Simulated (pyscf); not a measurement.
Structures and frequencies: ωB97X-D3(BJ)/def2-SVP in PySCF.

PBE/def2-TZVP puts the barrier of H₃C–CH₂–O–Sc(OH)–OH → HO–Sc(OH)–OH + H₂C=CH₂ (elimination; singlet surface; C–O, C–H broken, H–O formed) at 269.4 kJ/mol and the reaction energy at +79.2 kJ/mol, from the reactant's lowest minimum found. What do r²SCAN/def2-TZVP, PBE0-D3(BJ)/def2-TZVP, ωB97M-D3(BJ)/def2-TZVP give on the same structures?

r²SCAN: ΔE‡ = 286.8 kJ/mol, ΔE = +84.2 kJ/mol; PBE0-D3(BJ): ΔE‡ = 297.2 kJ/mol, ΔE = +93.3 kJ/mol; ωB97M-D3(BJ): ΔE‡ = 298.9 kJ/mol, ΔE = +74.7 kJ/mol. PBE's barrier lies under all of them, by 17.5 to 29.5 kJ/mol. Its reaction energy lies among theirs. Low barriers are usual for a GGA, whose delocalisation error favours stretched bonds. This is the saddle that the search found; another between the same sides may lie lower.
